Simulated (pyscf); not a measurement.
H₂N–Si(SiH₃)(SiH₃)–SiH₃ → H₂N–Si(SiH₃)(SiH₃)–SiH₃ (concerted two-bond exchange; singlet surface; H–Si, H–Si broken, H–Si, H–Si formed). PySCF, gas phase, ωB97X-D3(BJ)/def2-SVP geometries. Energies in kcal/mol from the reactant's lowest minimum found.

| level | barrier | reaction energy |
|---|---|---|
| ωB97X-D3(BJ)/def2-TZVP | 60.8 | 0.0 |
| r²SCAN/def2-TZVP | 58.0 | 0.0 |
| PBE0-D3(BJ)/def2-TZVP | 57.5 | 0.0 |
| M06-2X/def2-TZVP | [?] | 0.0 |
| ωB97M-D3(BJ)/def2-TZVP | 61.3 | 0.0 |
| HF/def2-TZVP | [?] | 0.0 |

Question: What belongs in the gaps?

Answer: 
- M06-2X/def2-TZVP, barrier: 60.3
- HF/def2-TZVP, barrier: 80.9

The functionals in the table span 3.8 kcal/mol in this barrier, from PBE0-D3(BJ) to ωB97M-D3(BJ)/def2-TZVP. At the saddle there is also a short Si–Si contact that neither side keeps. The same reactants have a lower exit, to H₂N–Si:–SiH₃ [singlet] + H₃Si–SiH₃ (barrier +42.1 kcal/mol at ωB97M-D3(BJ)/def2-TZVP, against +61.3 kcal/mol here). H₂N–Si(SiH₃)(SiH₃)–SiH₃ lies 12.7 kcal/mol over its isomer H₃Si–NH–SiH(SiH₃)–SiH₃ (electronic energy, ωB97M-D3(BJ)/def2-TZVP). One saddle was located; it need not be the lowest between these sides.
